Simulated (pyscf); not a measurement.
Optimised with ωB97X-D3(BJ)/def2-SVP in PySCF. Correlated levels are frozen-core, on RHF or UHF. ΔMP2 is the change of the MP2 total energy from the triple- to the quadruple-zeta basis.

PBE/def2-TZVP puts the barrier of HO–AlH₂ + HO–SiH₃ -> HO–AlH–OH + SiH₄ (four-centre exchange; singlet surface; Al–H, O–Si broken, Al–O, H–Si formed) at -9.3 kcal/mol and the reaction energy at -14.3 kcal/mol, from the separated reactants. What do PBE0-D3(BJ)/def2-TZVP, ωB97M-D3(BJ)/def2-TZVP, CCSD(T)/def2-TZVPP + ΔMP2(QZVPP) give on the same structures?

PBE0-D3(BJ): ΔE‡ = -11.2 kcal/mol, ΔE = -13.9 kcal/mol; ωB97M-D3(BJ): ΔE‡ = -8.6 kcal/mol, ΔE = -13.8 kcal/mol; CCSD(T): ΔE‡ = -8.5 kcal/mol, ΔE = -14.3 kcal/mol. PBE's barrier lies among them. Its reaction energy matches one of them and lies within 0.5 kcal/mol of the others. On the reactant side the descent ends in an adduct with a Al–O contact (not fully relaxed), 22.3 kcal/mol under the separated species and 10.3 kcal/mol under the saddle at ωB97X-D3(BJ)/def2-TZVP. On the product side the descent ends in a complex, 6.1 kcal/mol under the separated species and 7.9 kcal/mol under the saddle at ωB97X-D3(BJ)/def2-TZVP. At PBE, PBE0-D3(BJ), ωB97M-D3(BJ)/def2-TZVP, CCSD(T) the saddle lies under the separated reactants, which points to a path from their complex (located at ωB97X-D3(BJ) alone). What is counted as formed (Al–O) is already present as a longer contact in the reactant adduct; forming that adduct is a step of its own. At the saddle there is also a short Al–Si contact that neither side keeps. At ωB97X-D3(BJ)/def2-TZVP the barrier from the zero used here is -11.9 kcal/mol. This is the saddle that the search found; another between the same sides may lie lower. The CCSD(T) − MP2 part came from Ansatz, without density fitting, on the same reference.
